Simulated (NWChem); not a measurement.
## Correlation energy of Na

```xyz
1

Na     0.0000     0.0000     0.0000
```
Charge 0, spin multiplicity 2.

Everything below was run with NWChem.

Basis set: def2-QZVP. Each correlation energy counts from its own Hartree-Fock reference.

The correlated methods keep 1 core orbital frozen. No SCF solution was tested for a lower state. Open-shell Hartree-Fock references start from PBE0 orbitals. Coupled-cluster values serve here as a point of comparison, not as the truth.

```tsv
method	correlation energy (mHa)
UMP2	[?]
SCS-UMP2	[?]
CCSD on UHF	-144.5
CCSD[T] on UHF	-146.7
CCSD(T) on UHF	-146.5
CCSD on ROHF	-144.6
CCSD[T] on ROHF	-146.7
CCSD(T) on ROHF	-146.5
```

Task: What belongs in the gaps?

Result: 
- UMP2, correlation energy (mHa): -138.9
- SCS-UMP2, correlation energy (mHa): -133.3
